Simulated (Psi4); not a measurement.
Psi4 input (PBE/6-31G):

```
memory 8100 MB

molecule {
0 1
H    -0.00000000   -0.00000000   -0.37201156
H     0.00000000    0.00000000    0.37201156
}

set {
  basis 6-31g
  scf_type df
}

energy('pbe')
print_variables()
```

Output:

```
-----------------------------------------------------------------------
          Psi4: An Open-Source Ab Initio Electronic Structure Package
                               Psi4 1.11 release

    D. G. A. Smith, L. A. Burns, A. C. Simmonett, R. M. Parrish,
    M. C. Schieber, R. Galvelis, P. Kraus, H. Kruse, R. Di Remigio,
    A. Alenaizan, A. M. James, S. Lehtola, J. P. Misiewicz, M. Scheurer,
    R. A. Shaw, J. B. Schriber, Y. Xie, Z. L. Glick, D. A. Sirianni,
    J. S. O'Brien, J. M. Waldrop, A. Kumar, E. G. Hohenstein,
    B. P. Pritchard, B. R. Brooks, H. F. Schaefer III, A. Yu. Sokolov,
    K. Patkowski, A. E. DePrince III, U. Bozkaya, R. A. King,
    F. A. Evangelista, J. M. Turney, T. D. Crawford, C. D. Sherrill,
    J. Chem. Phys. 152(18) 184108 (2020). https://doi.org/10.1063/5.0006002

                            Additional Code Authors
    E. T. Seidl, C. L. Janssen, E. F. Valeev, M. L. Leininger,
    J. F. Gonthier, R. M. Richard, H. R. McAlexander, M. Saitow, X. Wang,
    P. Verma, M. H. Lechner, A. Jiang, S. Behnle, A. G. Heide,
    M. F. Herbst, D. L. Poole, T. Győri, E. C. Mitchell, J. P. Pederson,
    and A. M. Wallace

             Previous Authors, Complete List of Code Contributors,
                       and Citations for Specific Modules
    https://github.com/psi4/psi4/blob/master/codemeta.json
    https://github.com/psi4/psi4/graphs/contributors
    https://psicode.org/psi4manual/master/introduction.html#citing-psifour

    -----------------------------------------------------------------------

    Threads:    4
    Addons:     a̶d̶c̶c̶, a̶m̶b̶i̶t̶, b̶s̶e̶, c̶c̶t̶3̶, c̶f̶o̶u̶r̶, c̶h̶e̶m̶p̶s̶2̶, c̶p̶p̶e̶, d̶d̶x̶,
                d̶f̶t̶d̶3̶, d̶f̶t̶d̶4̶, dkh, ecpint, einsums, f̶o̶r̶t̶e̶, gauxc, g̶c̶p̶,
                g̶d̶m̶a̶, g̶e̶o̶m̶e̶t̶r̶i̶c̶, g̶p̶u̶_̶d̶f̶c̶c̶, i̶n̶t̶e̶g̶r̶a̶t̶o̶r̶x̶x̶,
                i̶p̶i̶, l̶i̶b̶e̶f̶p̶, m̶d̶i̶, m̶p̶2̶d̶, m̶r̶c̶c̶, ooo,
                o̶p̶e̶n̶f̶e̶r̶m̶i̶o̶n̶p̶s̶i̶4̶, pcmsolver, p̶s̶i̶4̶f̶o̶c̶k̶c̶i̶, p̶s̶i̶x̶a̶s̶,
                p̶y̶e̶i̶n̶s̶u̶m̶s̶, r̶e̶s̶p̶, s̶i̶m̶i̶n̶t̶, s̶n̶s̶m̶p̶2̶,
                v̶2̶r̶d̶m̶_̶c̶a̶s̶s̶c̶f̶

  ==> Input File <==

--------------------------------------------------------------------------
memory 8100 MB

molecule {
0 1
H    -0.00000000   -0.00000000   -0.37201156
H     0.00000000    0.00000000    0.37201156
}

set {
  basis 6-31g
  scf_type df
}

energy('pbe')
print_variables()
--------------------------------------------------------------------------

   => Libint2 <=

    Primary   basis highest AM E, G, H:  7, 6, 3
    Auxiliary basis highest AM E, G, H:  7, 7, 4
    Onebody   basis highest AM E, G, H:  -, -, -
    Solid Harmonics ordering:            Gaussian

   => Loading Basis Set <=

    Name: 6-31G
    Role: ORBITAL
    Keyword: BASIS
    atoms 1-2 entry H          line    26 file 6-31g.gbs

         ---------------------------------------------------------
                                   SCF
               by Justin Turney, Rob Parrish, Andy Simmonett
                          and Daniel G. A. Smith
                              RKS Reference
                        4 Threads,   7724 MiB Core
         ---------------------------------------------------------

  ==> Geometry <==

    Molecular point group: d2h
    Full point group: D_inf_h

    Geometry (in Angstrom), charge = 0, multiplicity = 1:

       Center              X                  Y                   Z               Mass
    ------------   -----------------  -----------------  -----------------  -----------------
         H            0.000000000000     0.000000000000    -0.372011560000     1.007825032230
         H            0.000000000000     0.000000000000     0.372011560000     1.007825032230

  Running in d2h symmetry.

  Rotational constants: A = ************  B =     60.43221  C =     60.43221 [cm^-1]
  Rotational constants: A = ************  B = 1811712.12794  C = 1811712.12794 [MHz]
  Nuclear repulsion =    0.711237589861455

  Charge       = 0
  Multiplicity = 1
  Electrons    = 2
  Nalpha       = 1
  Nbeta        = 1

  ==> Algorithm <==

  SCF Algorithm Type is DF.
  DIIS enabled.
  MOM disabled.
  Fractional occupation disabled.
  Guess Type is SAD.
  Energy threshold   = 1.00e-06
  Density threshold  = 1.00e-06
  Integral threshold = 1.00e-12

  ==> Primary Basis <==

  Basis Set: 6-31G
    Blend: 6-31G
    Number of shells: 4
    Number of basis functions: 4
    Number of Cartesian functions: 4
    Spherical Harmonics?: false
    Max angular momentum: 0

  ==> DFT Potential <==

   => LibXC <=

    Version 7.1.2
    S. Lehtola, C. Steigemann, M. J. T. Oliveira, and M. A. L. Marques,  SoftwareX 7, 1–5 (2018) (10.1016/j.softx.2017.11.002)

   => Composite Functional: PBE <=

    PBE GGA Exchange-Correlation Functional

    J.P. Perdew et. al., Phys. Rev. Lett., 77(18), 3865-3868, 1996

    Deriv               =              1
    GGA                 =           TRUE
    Meta                =          FALSE

    Exchange Hybrid     =          FALSE
    MP2 Hybrid          =          FALSE

   => Exchange Functionals <=

    1.0000     XC_GGA_X_PBE

   => Correlation Functionals <=

    1.0000     XC_GGA_C_PBE

   => LibXC Density Thresholds  <==

    XC_GGA_C_PBE:  1.00E-12
    XC_GGA_X_PBE:  1.00E-15

   => Molecular Quadrature <=

    Radial Scheme          =       TREUTLER
    Pruning Scheme         =           NONE
    Nuclear Scheme         =       TREUTLER

    Blocking Scheme        =         OCTREE
    BS radius alpha        =              1
    Pruning alpha          =              1
    Radial Points          =             75
    Spherical Points       =            302
    Total Points           =          44640
    Total Blocks           =            392
    Max Points             =            256
    Max Functions          =              4
    Weights Tolerance      =       1.00E-15

   => Loading Basis Set <=

    Name: (6-31G AUX)
    Role: JKFIT
    Keyword: DF_BASIS_SCF
    atoms 1-2 entry H          line    51 file cc-pvdz-jkfit.gbs

  ==> Integral Setup <==

  DFHelper Memory: AOs need 0.000 GiB; user supplied 5.652 GiB.
  SCF_SUBTYPE=INCORE selected. In-core MEM_DF algorithm will be used.
  Using in-core AOs.

  ==> MemDFJK: Density-Fitted J/K Matrices <==

    J tasked:                   Yes
    K tasked:                    No
    wK tasked:                   No
    OpenMP threads:               4
    Algorithm:                 Core
    Schwarz Cutoff:           1E-12
    Mask sparsity (%):       0.0000
    Fitting Condition:        1E-10

   => Auxiliary Basis Set <=

  Basis Set: (6-31G AUX)
    Blend: CC-PVDZ-JKFIT
    Number of shells: 18
    Number of basis functions: 50
    Number of Cartesian functions: 50
    Spherical Harmonics?: false
    Max angular momentum: 2

  Cached 100.0% of DFT collocation blocks in 0.005 [GiB].

  Minimum eigenvalue in the overlap matrix is 2.8905184140E-01.
  Reciprocal condition number of the overlap matrix is 1.6894248955E-01.
    Using symmetric orthogonalization.

  ==> Pre-Iterations <==

  SCF Guess: Superposition of Atomic Densities via on-the-fly atomic UHF (no occupation information).

   -------------------------
    Irrep   Nso     Nmo
   -------------------------
     Ag         2       2
     B1g        0       0
     B2g        0       0
     B3g        0       0
     Au         0       0
     B1u        2       2
     B2u        0       0
     B3u        0       0
   -------------------------
    Total       4       4
   -------------------------

  ==> Iterations <==

                           Total Energy        Delta E     RMS |[F,P]|

   @DF-RKS iter SAD:    -0.95717774698117   -9.57178e-01   0.00000e+00
   @DF-RKS iter   1:    -1.15668988780100   -1.99512e-01   2.75573e-02 DIIS/ADIIS
   @DF-RKS iter   2:    -1.16161603736209   -4.92615e-03   6.99918e-03 DIIS/ADIIS
   @DF-RKS iter   3:    -1.16195174200251   -3.35705e-04   9.40258e-05 DIIS
   @DF-RKS iter   4:    -1.16195180266902   -6.06665e-08   1.27610e-07 DIIS
  Energy and wave function converged.

  ==> Post-Iterations <==

   Electrons on quadrature grid:
      Ntotal   =    2.0000000054 ; deviation = 5.421e-09

    Orbital Energies [Eh]
    ---------------------

    Doubly Occupied:

       1Ag    -0.380409

    Virtual:

       1B1u    0.078792     2Ag     0.553863     2B1u    1.054808

    Final Occupation by Irrep:
             Ag   B1g   B2g   B3g    Au   B1u   B2u   B3u
    DOCC [     1,    0,    0,    0,    0,    0,    0,    0 ]
    NA   [     1,    0,    0,    0,    0,    0,    0,    0 ]
    NB   [     1,    0,    0,    0,    0,    0,    0,    0 ]

  @DF-RKS Final Energy:    -1.16195180266902

   => Energetics <=

    Nuclear Repulsion Energy =              0.7112375898614546
    One-Electron Energy =                  -2.4917968061629967
    Two-Electron Energy =                   1.3080349771349780
    DFT Exchange-Correlation Energy =      -0.6894275635024535
    Empirical Dispersion Energy =           0.0000000000000000
    VV10 Nonlocal Energy =                  0.0000000000000000
    Total Energy =                         -1.1619518026690177

Computation Completed

Properties will be evaluated at   0.000000,   0.000000,   0.000000 [a0]

Properties computed using the SCF density matrix

 Multipole Moments:

 ------------------------------------------------------------------------------------
     Multipole            Electronic (a.u.)      Nuclear  (a.u.)        Total (a.u.)
 ------------------------------------------------------------------------------------

 L = 1.  Multiply by 2.5417464519 to convert [e a0] to [Debye]
 Dipole X            :          0.0000000            0.0000000            0.0000000
 Dipole Y            :          0.0000000            0.0000000            0.0000000
 Dipole Z            :          0.0000000            0.0000000            0.0000000
 Magnitude           :                                                    0.0000000

 ------------------------------------------------------------------------------------

  Variable Map:
  ----------------------------------------------------------------------------
  "CURRENT ENERGY"              =>      -1.161951802669
  "CURRENT REFERENCE ENERGY"    =>      -1.161951802669
  "DD SOLVATION ENERGY"         =>       0.000000000000
  "DFT FUNCTIONAL TOTAL ENERGY" =>      -1.161951802669
  "DFT TOTAL ENERGY"            =>      -1.161951802669
  "DFT VV10 ENERGY"             =>       0.000000000000
  "DFT XC ENERGY"               =>      -0.689427563502
  "GRID ELECTRONS ALPHA"        =>       1.000000002710
  "GRID ELECTRONS BETA"         =>       1.000000002710
  "GRID ELECTRONS TOTAL"        =>       2.000000005421
  "NUCLEAR REPULSION ENERGY"    =>       0.711237589861
  "ONE-ELECTRON ENERGY"         =>      -2.491796806163
  "PCM POLARIZATION ENERGY"     =>       0.000000000000
  "PE ENERGY"                   =>       0.000000000000
  "SCF ITERATION ENERGY"        =>      -1.161951802669
  "SCF ITERATIONS"              =>       4.000000000000
  "SCF TOTAL ENERGY"            =>      -1.161951802669
  "TWO-ELECTRON ENERGY"         =>       1.308034977135
  "XC GRID RADIAL POINTS"       =>      75.000000000000
  "XC GRID SPHERICAL POINTS"    =>     302.000000000000
  "XC GRID TOTAL POINTS"        =>   44640.000000000000

  Array Variable Map:
  ----------------------------------------------------------------------------
  "CURRENT DIPOLE"              =>       0.000000000000 ... 0.000000000000 1 by 3
  "SCF DIPOLE"                  =>       0.000000000000 ... 0.000000000000 1 by 3
  "SCF TOTAL ENERGIES"          =>      -0.957177746981 ... -1.161951802669 1 by 5

*** Psi4 exiting successfully. Buy a developer a beer!
```
